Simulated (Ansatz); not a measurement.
## Strength of the C–H bond: C3H8 → C3H7 + H

Species: C3H8 (propane) `CCC`, singlet; C3H7 (methylethyl) `C[CH]C`, doublet; H atom, doublet. 

Shapes, held fixed at every level: PBE0-D4/def2-TZVP. Programs: Ansatz 0.2.0. The zero-point and thermal change to 298 K, harmonic and unscaled (PBE0-D4/def2-TZVP), is -32.6 kJ/mol.

Question: Estimate ΔH(298 K) of this reaction.

Answer: The highest level, CCSD(T)/CBS estimate, gives ΔH(298 K) = +414.6 kJ/mol; the levels span +305.0 to +414.6. The column of differences is taken from that level and isn't an error. Hartree–Fock misses the correlation of the pair that is broken and comes out low. No measured value is set beside it here. Open shells run unrestricted unless RO is named. The CBS estimate extrapolates MP2 from def2-TZVPP and def2-QZVPP and adds CCSD(T) − MP2 in the triple-zeta set, cores frozen.

```
               level                    kind  ΔH(298 K) (kJ/mol)  less CCSD(T)/CBS estimate
         HF/def2-SVP            Hartree–Fock              +305.1                     -109.5
       HF/def2-TZVPP            Hartree–Fock              +305.0                     -109.6
r2SCAN-D4/def2-TZVPP                meta-GGA              +384.5                      -30.1
       PBE0/def2-SVP           global hybrid              +390.3                      -24.3
 B3LYP-D4/def2-TZVPP           global hybrid              +399.2                      -15.4
  PBE0-D4/def2-TZVPP           global hybrid              +391.7                      -22.9
  wB97X-V/def2-TZVPP  range-separated hybrid              +406.7                       -7.9
CCSD(T)/CBS estimate   coupled cluster or CI              +414.6                        0.0
```
